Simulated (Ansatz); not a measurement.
Basis-set extrapolation for `SC1COC1` (PBE0-D4/def2-TZVP geometry, frozen core, the Gaussian-basis code of Ansatz). Multiplicity 1, RHF reference.

```json
{"": "HF", "def2-TZVPP": "-589.527007", "def2-QZVPP": "-589.547124"}
{"": "MP2 correlation", "def2-TZVPP": "-0.913722", "def2-QZVPP": "-0.980037"}
{"": "CCSD(T) correlation", "def2-TZVPP": "-0.997971", "def2-QZVPP": "not run"}
```

Energies in hartree. Use E(X) = E(∞) + A·exp(−7.88·√X) for Hartree–Fock and E(X) = E(∞) + B·X^(−2.97) for correlation, with X = 3 and 4, and add CCSD(T) minus MP2 of the smaller set to the MP2 limit.

Q: What is the CCSD(T) energy at the basis-set limit?

A: HF limit: -589.547124 + (-0.020117) × 0.13774 = -589.54989. MP2 limit: -0.980037 + (-0.066315) × 0.74074 = -1.02916. Higher-order term: -0.997971 − (-0.913722) = -0.08425. Total: -590.66330 hartree, 3.76 eV below CCSD(T)/def2-TZVPP.
